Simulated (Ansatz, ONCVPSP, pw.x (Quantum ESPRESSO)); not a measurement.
pw.x on fcc W: one setting changed

Potential: optimised norm-conserving Vanderbilt (ONCV), ONCVPSP 4.0.1.1 (patched build), PBEsol; core [Kr] 4d10 4f14, reference 5s2 5p6 5d4 6s1 6p1; waves: 5s+6s: rc 1.90 bohr, ncon 4, nbas 8, qcut 5.2 1/bohr, 2 projectors; 5p+6p: rc 1.70 bohr, ncon 3, nbas 7, qcut 7.6 1/bohr, 2 projectors; 5d: rc 2.50 bohr, ncon 4, nbas 9, qcut 6.7 1/bohr, 1 projector; local part: polynomial inside 1.25 bohr (lpopt 5, dvloc0 0 Ha); core correction: none.

The reference run (k-mesh 14³, cutoffs 55/220 Ry, Fermi–Dirac 0.01 Ry, mixing_beta 0.4, conv_thr 1e-9, no spin) gives -2.82 GPa at 15.995 Å³/atom, where all-electron LAPW gives 0.14 GPa. This run, with its own iteration cap, changes mixing_ndim to 2.

```
&control
  calculation='scf', prefix='x', pseudo_dir='./', outdir='./tmp', tstress=.true., disk_io='none'
/
&system
  ibrav=0, nat=1, ntyp=1, ecutwfc=55, ecutrho=220, nbnd=15,
  occupations='smearing', smearing='fd', degauss=0.01
/
&electrons
  conv_thr=1e-09, mixing_beta=0.4, electron_maxstep=50, mixing_ndim=2
/
ATOMIC_SPECIES
W 1.0 W.UPF
CELL_PARAMETERS angstrom
  0.00000000 1.99979164 1.99979164
  1.99979164 0.00000000 1.99979164
  1.99979164 1.99979164 0.00000000
ATOMIC_POSITIONS crystal
W 0.0000 0.0000 0.0000
K_POINTS automatic
14 14 14 0 0 0
```

```bash
pw.x < W.scf.in > W.scf.out
```

How does the run end?

It converges in 8 iterations; the free energy moves by +0.0 meV/atom and the pressure by +0.00 GPa. The result is that of the reference run.

```
Message from routine setup:
     using ibrav=0 with symmetry is DISCOURAGED, use correct ibrav instead
     lattice parameter (alat)  =       5.3444  a.u.
     unit-cell volume          =     107.9396 (a.u.)^3
     number of electrons       =        14.00
     number of Kohn-Sham states=           15
     kinetic-energy cutoff     =      55.0000  Ry
     charge density cutoff     =     220.0000  Ry
     scf convergence threshold =      1.0E-09
     Exchange-correlation= PBESOL
     number of k points=   104  Fermi-Dirac smearing, width (Ry)=  0.0100
     iteration #  1     ecut=    55.00 Ry     beta= 0.40
     total energy              =    -137.56116030 Ry
     estimated scf accuracy    <       0.07812405 Ry
     iteration #  2     ecut=    55.00 Ry     beta= 0.40
     total energy              =    -137.56178285 Ry
     estimated scf accuracy    <       0.01040544 Ry
     iteration #  3     ecut=    55.00 Ry     beta= 0.40
     total energy              =    -137.56328282 Ry
     estimated scf accuracy    <       0.00041163 Ry
     [... 2 iterations left out ...]
     iteration #  6     ecut=    55.00 Ry     beta= 0.40
     total energy              =    -137.56331322 Ry
     estimated scf accuracy    <       0.00000011 Ry
     iteration #  7     ecut=    55.00 Ry     beta= 0.40
     total energy              =    -137.56331323 Ry
     estimated scf accuracy    <          1.3E-09 Ry
     iteration #  8     ecut=    55.00 Ry     beta= 0.40
     the Fermi energy is    21.5139 ev
!    total energy              =    -137.56331323 Ry
     estimated scf accuracy    <          8.3E-11 Ry
     smearing contrib. (-TS)   =      -0.00512777 Ry
     The total energy is F=E-TS. E is the sum of the following terms:
     one-electron contribution =     -20.31273135 Ry
     hartree contribution      =      16.83668388 Ry
     xc contribution           =     -15.18572959 Ry
     ewald contribution        =    -118.89640840 Ry
     convergence has been achieved in   8 iterations
          total   stress  (Ry/bohr**3)                   (kbar)     P=      -28.23
     Message from routine punch:
     Nothing written, as per user request (disk_io='none')
```

The run took about 9.5 s on one core of a shared host (Neoverse-V2, 96 threads, 742 GiB, load 32).
